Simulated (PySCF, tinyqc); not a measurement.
Inside a calculation. Method: FCI on RHF in the sto-3g basis, for OH-, spin multiplicity 1. The basis has no diffuse functions, so it cannot describe the extra electron: this is an exercise in the method, not the real anion. The lowest restricted solution is unstable here: a spin-polarised one lies 0.0041 hartree lower (PySCF). One step of it, computed by the program tinyqc.

Task: FCI: roots. Diagonalise (each vector has its largest component positive (the first on a tie)); all determinants have Ms = 0, so triplets appear too. The lowest singlet root is the correlation energy.

Occupation strings over the orbitals (2 doubly, a alpha, b beta, 0 empty; spin orbitals ordered 1a 1b 2a 2b ...): 222220 2222ab 2a222b a2222b 2222ba 2b222a b2222a 222202 2a22b2 a222b2 222022 220222 2b22a2 202222 ab2222 b222a2 ba2222 022222

H - E(HF) between determinants (hartree), lower triangle:
```
           222220     2222ab     2a222b     a2222b     2222ba     2b222a     b2222a     222202
222220   0.000000
2222ab   0.000000   0.325796
2a222b   0.000000   0.015168   0.862956
a2222b   0.000000  -0.010858   0.039740  19.482616
2222ba   0.000000  -0.182550   0.000819   0.005380   0.325796
2b222a   0.000000   0.000819  -0.126147  -0.027824   0.015168   0.862956
b2222a   0.000000   0.005380  -0.027824  -0.022857  -0.010858   0.039740  19.482616
222202   0.182550   0.203342   0.065553   0.001137  -0.203342  -0.065553  -0.001137   0.907117
2a22b2   0.000819  -0.065553   0.074046  -0.004917   0.041336  -0.068693  -0.014231  -0.071258
a222b2   0.005380  -0.001137  -0.004917   0.199958   0.005420  -0.016706  -0.008760   0.015697
222022   0.038700  -0.017663  -0.017298  -0.004267   0.017663   0.017298   0.004267   0.014813
220222   0.038700  -0.017663  -0.017298  -0.004267   0.017663   0.017298   0.004267   0.014813
2b22a2  -0.000819   0.041336  -0.068693  -0.014231  -0.065553   0.074046  -0.004917   0.071258
202222   0.126147  -0.068693   0.020459   0.003148   0.068693  -0.020459  -0.003148   0.066270
ab2222  -0.027824   0.014231  -0.003148   0.018670  -0.016706   0.009776  -0.009039  -0.007303
b222a2  -0.005380   0.005420  -0.016706  -0.008760  -0.001137  -0.004917   0.199958  -0.015697
ba2222   0.027824  -0.016706   0.009776  -0.009039   0.014231  -0.003148   0.018670   0.007303
022222   0.022857  -0.008760  -0.009039   0.067885   0.008760   0.009039  -0.067885   0.007020

           2a22b2     a222b2     222022     220222     2b22a2     202222     ab2222     b222a2
2a22b2   1.121267
a222b2   0.048303  19.543172
222022   0.023197   0.005388   0.302666
220222   0.023197   0.005388   0.047444   0.302666
2b22a2  -0.066270  -0.007303  -0.023197  -0.023197   1.121267
202222   0.032755  -0.003254   0.168450   0.168450  -0.032755   1.824119
ab2222   0.003254  -0.086550  -0.035509  -0.035509   0.013336  -0.030765  20.497207
b222a2  -0.007303  -0.007020  -0.005388  -0.005388   0.048303   0.003254   0.012372  19.543172
ba2222   0.013336   0.012372   0.035509   0.035509   0.003254   0.030765  -0.072116  -0.086550
022222   0.012372  -0.061692   0.025892   0.025892  -0.012372   0.072116   0.415512   0.061692

           ba2222     022222
ba2222  20.497207
022222  -0.415512  42.502167
```

Give: lowest roots of this matrix, relative to E(HF); lowest vectors; <S^2> of these roots; weight of the ground state by excitation level 0, 1, 2, ....

Result:

lowest roots of this matrix, relative to E(HF) (hartree): -0.050  0.142  0.255  0.298  0.370  0.737  0.834  1.056

lowest vectors:
```
        root 1  root 2  root 3  root 4
222220   0.968   0.000   0.000  -0.004
2222ab   0.066   0.707   0.000   0.249
2a222b   0.012  -0.019   0.000   0.054
a2222b   0.000   0.000   0.000   0.000
2222ba  -0.066   0.707   0.000  -0.249
2b222a  -0.012  -0.019   0.000  -0.054
b2222a   0.000   0.000   0.000   0.000
222202  -0.210   0.000   0.000  -0.201
2a22b2  -0.005   0.019   0.000  -0.024
a222b2   0.000   0.000   0.000   0.000
222022  -0.061   0.000   0.707   0.639
220222  -0.061   0.000  -0.707   0.639
2b22a2   0.005   0.019   0.000   0.024
202222  -0.042   0.000   0.000  -0.110
ab2222   0.001   0.000   0.000   0.002
b222a2   0.000   0.000   0.000   0.000
ba2222  -0.001   0.000   0.000  -0.002
022222   0.000   0.000   0.000   0.000
```

<S^2> of these roots: 0.000  2.000  0.000  0.000  0.000  2.000  0.000  2.000

weight of the ground state by excitation level 0, 1, 2, ...: 0.938  0.009  0.053
